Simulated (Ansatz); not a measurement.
CH4AlCl, SMILES `[AlH2][CH2]Cl` at its PBE0-D4/def2-TZVP geometry, where that method's forces vanish. Charge 0, multiplicity 1.

```xyz
7

Al    0.0732    0.5464    0.9768
C    -0.0263   -0.2856   -0.8050
Cl   -0.3920   -2.0367   -0.7030
H    -0.1902   -0.3048    2.2822
H     0.4250    2.0946    1.0364
H     0.9107   -0.1835   -1.3588
H    -0.8003    0.1696   -1.4287
```

(1) What forces (eV/Å) does r2SCAN-D4/def2-TZVPP give on these atoms in the Gaussian-basis code of Ansatz? (An estimate is asked.)

Results:

(1) Computed: 
```
Al1  0.000  0.009  0.035
C2   0.057  0.283  0.039
Cl3 -0.056 -0.269  0.005
H4   0.006  0.017 -0.029
H5  -0.006 -0.030 -0.007
H6  -0.015 -0.002 -0.022
H7   0.015 -0.008 -0.021
```
